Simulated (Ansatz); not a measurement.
Run this with Ansatz's Python interface and show what comes out.

`conformers_c3h10n.py`:
```python
import ansatz as az
from rdkit import Chem
from rdkit.Chem import AllChem

BASIS = "6-31G*"
XC = "pbe"
NET_CHARGE = 1


def main() -> None:
    rd = Chem.AddHs(Chem.MolFromSmiles("CC[NH2+]C"))
    ids = list(AllChem.EmbedMultipleConfs(rd, numConfs=20, randomSeed=870, pruneRmsThresh=0.4))
    field = [energy for _, energy in AllChem.MMFFOptimizeMoleculeConfs(rd)]
    distinct = {round(e, 2): i for i, e in zip(ids, field)}
    chosen = sorted(distinct.items())[:4]
    found = []
    for force_field, index in chosen:
        system = az.Crystal.molecule()
        for atom, xyz in zip(rd.GetAtoms(), rd.GetConformer(index).GetPositions()):
            system = system.atom(atom.GetSymbol(), xyz.round(5).tolist())
        base = (
            system.calculation()
            .basis(gaussian=BASIS)
            .functional(XC)
            .charge(NET_CHARGE)
        )
        found.append(base.run(threads=1, backend="cpu").report["free_energy_ev"])
    print("conformer   MMFF (kcal/mol)   this level (kcal/mol)")
    for (force_field, index), e in zip(chosen, found):
        print(f"{index:9d} {force_field - chosen[0][0]:17.2f} {23.060548 * (e - min(found)):17.3f}")


if __name__ == "__main__":
    main()
```

```console
$ python conformers_c3h10n.py
conformer   MMFF (kcal/mol)   this level (kcal/mol)
        0              0.00             0.000
        1              1.19             0.899
```

The conformers keep their force-field geometries. Hardware and time: 5.3 s on 1 thread of Arm Neoverse V1, on a shared host, peak memory 0.23 GiB.
